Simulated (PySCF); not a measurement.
Silicon: a sound run and one with changed settings

Sound run: Si [Ne] 3s2 3p2, Si⁺ [Ne] 3s2 3p1. All numbers are calculated (PySCF 2.14, scalar relativity by spin-free X2C-1e, in jorge-DZP-DKH). In the sound run the correlated levels freeze [Ne]. The sound run starts from symmetry-adapted Hartree-Fock orbitals and uses a fine grid where one is needed.

A second run was set up differently.

```json
{"species": "Si", "method": "MP2", "sound run (hartree)": "-289.49563", "changed run (hartree)": "-289.45445", "converged": "yes"}
{"species": "Si", "method": "CCSD(T)", "sound run (hartree)": "-289.51556", "changed run (hartree)": "-289.45661", "converged": "yes"}
```

Ionisation energy of Si:

```tsv
method	sound run (eV)	changed run (eV)
UHF	7.621	7.621
MP2	7.905	7.747
SCS-MP2	7.832	7.663
CCSD	7.925	7.805
CCSD(T)	7.936	7.805
CCSDT	n/a	7.805
FCI	n/a	7.805
```

(1) What was changed?
A. minimal basis
B. basis contracted for another Hamiltonian
C. a valence shell is frozen
D. all electrons correlated in a valence basis

## Answers

(1) C. Freezing a valence shell removes pair correlation that changes on ionisation.
